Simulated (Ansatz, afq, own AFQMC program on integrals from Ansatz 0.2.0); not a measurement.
## AFQMC, coupled cluster and functionals along a coordinate of BHO, singlet

```yaml
atoms:
  - { symbol: B, position_ang: [0.0000, 0.0000, 0.0084] }
  - { symbol: O, position_ang: [0.0000, 0.0000, -1.1895] }
  - { symbol: H, position_ang: [0.0000, 0.0000, 1.1811] }
```

The angle O2–B1–H3 is changed with bond lengths fixed. Energies in mEh count from this geometry (180.000 °) at the same level; the start stands on RHF, each point on the determinant named.

Basis cc-pVDZ. Noble-gas cores (and the filled d shells of Ga–Kr and In–Xe) are frozen. Integrals, coupled cluster, full CI and functionals: Ansatz 0.2.0; the random walks run on the same integrals in our own AFQMC program. The CISD trial takes its coefficients from CCSD amplitudes. Released means that phaseless walkers are propagated on without the constraint, phases kept. ± is one standard error of the sampling.

Cautions, each for one point or more: higher spins were not checked; raised T1 diagnostic; restricted determinant unstable towards unrestricted; strong correlation; the ph-AFQMC/CISD walk drifts between its halves.

```csv
angle O2–B1–H3 / °,det.,T1,weight,CCSD(T),ph-AFQMC/CISD,released AFQMC,CCSDT(Q),CCSD,PBE0
73.600,RHF,0.024,0.88,123.7,123.1 ± 0.9,122.1 ± 1.2*,123.0,126.5,122.5
87.700,RHF,0.023,0.88,98.7,98.6 ± 0.8,98.3 ± 1.1*,98.0,102.0,99.8
104.900,RHF,0.026,0.88,67.6,67.9 ± 0.9,66.9 ± 1.3*,67.2,70.2,68.9
120.500,RHF,0.026,0.89,43.4,42.8 ± 0.8,43.7 ± 1.2,43.1,45.0,44.3
141.700,RHF,0.024,0.90,18.4,18.4 ± 0.8,17.0 ± 1.2,18.3,19.1,18.8
158.100,RHF,0.023,0.90,6.1,4.8 ± 1.2,6.3 ± 1.0*,6.1,6.3,6.3
```

Weight is that of the determinant in the CISD state; at the start T1 is 0.022 and the weight 0.90. An asterisk marks released energies that aren't shown to be converged. Symmetry can't show for every point that it stays on the start's state. Largest departures from CCSDT(Q), at the points where its series has closed: CCSD(T) 0.4 mEh at 104.900 (on RHF), ph-AFQMC/CISD -1.3 mEh at 158.100 (on RHF) (within the noise), released AFQMC -1.3 mEh at 141.700 (on RHF) (within the noise), CCSD 3.0 mEh at 104.900 (on RHF). The functionals aren't scored here. In this small basis the wave-function levels are far from their limit, so their gap to the functionals isn't the functionals' error.

Some points may be missing: those where a free walk finds a much lower state, and past Zn most of those on another determinant than at the start.

A walk keeps the symmetry of its determinant, which the program's search chose and which needn't be the lowest solution, so a lower state of the same spin and another symmetry isn't excluded.
